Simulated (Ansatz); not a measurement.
Ligand exchange through a proton shuttle

Start structure (SiH$_{7}$OF, closed shell), relaxed at PBE0-D4/def2-TZVP:

```
10
angstrom
Si -1.4650 -0.1229 0.9767
H -0.6871 -0.7080 2.0911
H -1.8762 -1.1498 -0.0071
H -0.6575 0.9272 0.2939
H -2.6765 0.5493 1.5193
H 1.8085 0.7596 -2.1375
O 1.8463 0.7076 -1.1787
H 1.4414 -0.7522 -0.5497
F 1.0823 -1.5353 -0.1574
H 1.1839 1.3245 -0.8506
```

The step: SiH₄ + H₂O + HF → SiH₄O ([OH][SiH3]) + HF + H₂; bonds formed: Si1–O7, H2–H8, H6–F9; bonds broken: Si1–H2, H6–O7, H8–F9. Program: Ansatz 0.2.0. Basis: def2-TZVPP and def2-QZVPP. Cores are frozen in the correlated methods. Extrapolation: Hartree–Fock as exp(−7.88 √X), correlation as X^−2.97. Energies below are by CCSD(T) at an estimated basis limit (MP2 extrapolated from triple and quadruple zeta, plus CCSD(T) − MP2 in triple zeta).

(1) What are the electronic barrier and the energy of the step, from the start structure to the end structure? (An estimate is asked for; the value comes from the calculation.)

No T1 diagnostic of these runs exceeds 0.012.

Results:

(1) Computed: Barrier 150.0 kJ/mol; step energy -53.7 kJ/mol (downhill); reverse barrier, their difference, 203.7 kJ/mol. Barrier and step energy count from the start structure, the reverse barrier from the end structure.

The saddle point: One imaginary mode of 908i cm⁻¹.
```json
{"pair": "Si1–O7", "start (Å)": "4.04", "saddle (Å)": "1.83", "end (Å)": "1.67"}
{"pair": "H2–H8", "start (Å)": "3.39", "saddle (Å)": "1.03", "end (Å)": "0.75"}
{"pair": "H6–F9", "start (Å)": "3.12", "saddle (Å)": "1.34", "end (Å)": "0.94"}
{"pair": "Si1–H2", "start (Å)": "1.48", "saddle (Å)": "1.73", "end (Å)": "3.61"}
{"pair": "H6–O7", "start (Å)": "0.96", "saddle (Å)": "1.06", "end (Å)": "1.67"}
{"pair": "H8–F9", "start (Å)": "0.95", "saddle (Å)": "1.13", "end (Å)": "2.58"}
```

Zero-point energy (harmonic, PBE0-D4): ZPE is 178.2 kJ/mol at the start and 174.5 kJ/mol at the saddle, so the barrier goes from 150.0 to 146.2 kJ/mol.

Labels in which every atom is bracketed show which atoms are joined, not bond orders.

For scale, one of the runs: CCSD(T)/def2-TZVPP, 202 basis functions (an equivalent command: `ansatz run in.yaml --threads 4`). The run took 44 s on 4 CPU threads (shared host), with 2.5 GiB of host memory at its peak.
